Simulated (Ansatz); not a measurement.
System: antiferromagnetic (type II) rock-salt MnS. Method: HSE06 (Ansatz, a program for electronic structure, PAW).

Numerical settings: plane-wave cutoff 460 eV, 8×8×8 k mesh, Fermi–Dirac smearing 0.01 eV, spin-polarised with opposed moments, scalar-relativistic PAW data made under PBE.

Cell (relaxed at this level):

```
MnS
1.0
    5.19601     2.58837     2.58837
    2.58837     5.19601     2.58837
    2.58837     2.58837     5.19601
Mn S
2 2
Direct
  0.00000   0.00000   0.00000
  0.50000   0.50000   0.50000
  0.25000   0.25000   0.25000
  0.75000   0.75000   0.75000
```
Starting moments (μB, in the order of the record's atoms Mn Mn S S): 5.0 -5.0 0.0 0.0.

Problem. What does this level give for the band gap, smallest direct gap on the k points sampled, Γ–Γ gap and magnetic moment (largest site, within a sphere)?

Solution. 
* **band gap**: 2.94 eV (on the SCF k mesh) (indirect)
* **smallest direct gap on the k points sampled**: 3.53 eV
* **Γ–Γ gap**: 4.84 eV
* **magnetic moment (largest site, within a sphere)**: 4.43 μB

Moments are spin moments.
